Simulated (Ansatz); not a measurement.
fcc Ir, treated with PBE in Ansatz (plane waves, PAW).

Run with plane-wave cutoff 520 eV, 30×30×30 k mesh, Fermi–Dirac smearing 0.073 eV (set by the program), no spin polarisation, scalar-relativistic PAW data made under PBE.

Computed at the level's own relaxed cell.

Elastic tensor (GPa, Voigt notation, ions relaxed):

```
  584.4   229.2   229.2     0.0     0.0     0.0
  229.2   584.4   229.2     0.0     0.0     0.0
  229.2   229.2   584.4     0.0     0.0     0.0
    0.0     0.0     0.0   255.8     0.0     0.0
    0.0     0.0     0.0     0.0   255.8     0.0
    0.0     0.0     0.0     0.0     0.0   255.8
```

Worked from these constants: the tetragonal shear constant is C′ = (C11 − C12)/2 = 177.6 GPa against C44 = 255.8 GPa, so the tetragonal shear is the softer. The Zener ratio C44/C′ is 1.44 (1 for an isotropic solid), and the Cauchy pressure C12 − C44 is -26.6 GPa. With C11 + 2C12 = 1042.8 GPa all three Born conditions hold; they don't test modes at the zone boundary.

Measured, for comparison: elastic constant C11 590 GPa, elastic constant C12 249 GPa, elastic constant C44 262 GPa (temperature not stated, no zero-point or thermal correction; as tabulated in Mehl and Papaconstantopoulos (1996), arXiv:mtrl-th/9602003). Computed (rounded) less measured: elastic constant C11 -1 %, elastic constant C12 -8 %, elastic constant C44 -2 %.

Spin–orbit coupling is not included.

The computed numbers hold no vibrational or temperature effects.

Ansatz is a first-principles code.
